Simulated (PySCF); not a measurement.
**Orbital picture of MgH⁺**

TPSSh at R = 1.663 Å; basis Mg def2-SVP, H def2-SVP; no relativity; PySCF 2.14. State: ¹Σ⁺ (singlet), closed shell. Only the outer orbitals are listed, counted within each symmetry.

```
orbital  occ.  ε (eV)  on Mg (%)           main shells (%)
     1π     2  -58.11        100                  100 Mg p
     1π     2  -58.11        100                  100 Mg p
     3σ     2  -58.00        100                  100 Mg p
     4σ     2  -13.77         53   46 H s, 42 Mg s, 9 Mg p
     5σ     0   -9.30         85  52 Mg s, 33 Mg p, 15 H s
     2π     0   -6.43        100                  100 Mg p
     2π     0   -6.43        100                  100 Mg p
```

Q: Which are the highest filled and the lowest empty level, where do they sit, and how wide is the gap?

A: Highest filled 4σ at -13.77 eV (in %: 46 H s, 42 Mg s, 9 Mg p); lowest empty 5σ at -9.30 eV (in %: 52 Mg s, 33 Mg p, 15 H s); the gap at TPSSh is 4.47 eV.

* bond order (Mayer): 0.99
* ⟨S²⟩: 0.000
* charge on Mg (Mulliken, basis-dependent): 0.93
* charge on Mg (Löwdin, basis-dependent): 1.04
* dipole moment (positive dipole points towards H; it is taken about the centre of mass and depends on that origin): -3.61 D
